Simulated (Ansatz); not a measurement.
The cluster B₃H₂⁻. Total charge -1; triplet. Geometry r2SCAN-D4/def2-TZVP, that of the neutral doublet; atoms count from 1.

```xyz
5

B     0.4460    1.2094   -0.0627
B    -0.2565    0.1567   -0.9290
B     0.3282    0.0368    0.9188
H     0.2799   -0.8119    1.7399
H    -0.7976   -0.5910   -1.6671
```

The highest occupied level of the charge -1 triplet lies above zero (up to 1.30 eV). By energy differences its removal costs 0.22 eV (vertical, to the charge 0 doublet, at PBE0-D4/def2-TZVPD); a positive level beside a positive removal energy at the same level points to self-interaction error. At PBE0-D4/def2-TZVPD a singlet of charge -1 lies 2.34 eV below the triplet at the same geometry. The structure comes from a short search, and lower isomers may exist.

Question: Estimate the Mulliken populations from the PBE0/def2-TZVPD orbitals of Ansatz.

Answer: 
| atom | charge (e) | spin (α − β) |
| --- | --- | --- |
| B1 | -0.92 | 0.89 |
| B2 | -0.07 | 0.58 |
| B3 | -0.07 | 0.58 |
| H4 | 0.03 | -0.03 |
| H5 | 0.03 | -0.03 |
Mulliken values and Mayer orders depend strongly on the basis. With diffuse functions, as here, like atoms can get unlike values, and bond orders can come out too low or too high.

Question: Where does the spin sit?

Answer: Summed by element: B 2.06, H -0.06, of 2 unpaired in all. Largest on single atoms: B1 0.89, B2 0.58, B3 0.58.

Question: And the Mayer bond orders between bonded heavy atoms (over 0.3)?

Answer: B1–B2 1.92 (1.53 Å); B1–B3 1.92 (1.53 Å); B2–B3 0.81 (1.94 Å).
